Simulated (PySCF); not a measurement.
NaSi: energy against distance

Set-up: basis Na def2-SVPD, Si def2-SVPD; no relativity; PySCF 2.14. Energies in eV from Na + Si in their ground configurations at the same level. State: ⁴Σ⁻ (quartet), unpaired electrons σ ↑, π ↑↑.

```csv
R (Å),PBE0
2.333,-1.132
2.442,-1.309
2.550,-1.407
2.632,-1.442
2.713,-1.451
2.794,-1.440
2.903,-1.403
3.039,-1.332
3.201,-1.224
3.418,-1.064
```

Problem. Put a parabola through the three lowest points of the PBE0 curve and estimate Re, k and ωe (reduced mass 12.62 u; 1 eV/Å² = 0.16022 mdyn/Å; ωe = 1302.8·√(k/μ) cm⁻¹).

Solution. Through R = 2.632, 2.713, 2.794 Å the second-order coefficient is 1.52 eV/Å², so Re ≈ 2.709 Å, k ≈ 0.488 mdyn/Å and ωe ≈ 256 cm⁻¹. A polynomial fit of higher order to the unrounded PBE0 energies gives Re = 2.706 Å, k = 0.485 mdyn/Å, ωe = 255 cm⁻¹; anharmonicity and rounding make the difference.

The higher-order fit for each curve: PBE0: Re = 2.706 Å, ωe = 255 cm⁻¹, De = 1.45 eV.

The state was picked by a PBE0 search and need not be the measured ground state.
